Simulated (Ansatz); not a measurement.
# AlN2+ (triplet): wave-function methods side by side, def2-QZVPP

An exercise on one series of results from a longer session: the logs are not shown, and one member is left open.

Computed with Ansatz 0.2.0, Gaussian basis. Level: def2-QZVPP, core rule «outside noble gas», up to 7 orbitals frozen.

The runs, in order: UHF; ROHF; CCSD(T) on UHF.

2 further runs of the same task are left out: 2 set aside as unsound or not needed.

**What is computed**

The geometry is a PBE0/def2-TZVP stationary point (not a proven minimum) of the parent state, kept for this charge and spin.

3 atoms, charge 1, spin multiplicity 3.

Atoms are counted from 1 here; the program's logs count them from 0.

Bond lengths: Al1–N2 1.982 Å, N2–N3 1.127 Å. Angles: Al1–N2–N3 180.0°.

Coordinates:

```xyz
3

Al    0.0000    0.0000    1.6971
N     0.0000    0.0000   -0.2852
N     0.0000    0.0000   -1.4119
```

Set-up of the first run:

The input, in.yaml:

```yaml
crystal:
  periodic: [false, false, false]
  atoms:
    - {symbol: Al, position_ang: [0.000000, 0.000000, 1.697108]}
    - {symbol: N, position_ang: [0.000000, 0.000000, -0.285214]}
    - {symbol: N, position_ang: [0.000000, 0.000000, -1.411894]}
basis:
  gaussian: {orbitals: "def2-QZVPP.json"}
total_charge: 1
magnetization: {spin_polarized: true, initial_magnetization: 2}
hamiltonian: {xc: hf}
output: {orbitals: {seedname: orbitals}}
```

Command:

```bash
> ansatz run in.yaml --threads 1 --pin off --events-out ev --progress --plain --max-ram 2393MiB
```

Among the steps run: UHF; ROHF; CCSD(T) on UHF.

One of the session's tables, all rows but one given; the rest of the session is left out.

```
  method  from UCCSD(T) (kcal/mol)
    ROHF                   +276.66
     UHF                         ?
    UMP2                    +19.74
   UCCSD                    +14.30
UCCSD(T)                         0
```

Q: Estimate the row for UHF from the others.

The run gave: from UCCSD(T) (kcal/mol): +274.86. In the column «from UCCSD(T) (kcal/mol)» it lies between UMP2 (+19.74) and ROHF (+276.66).
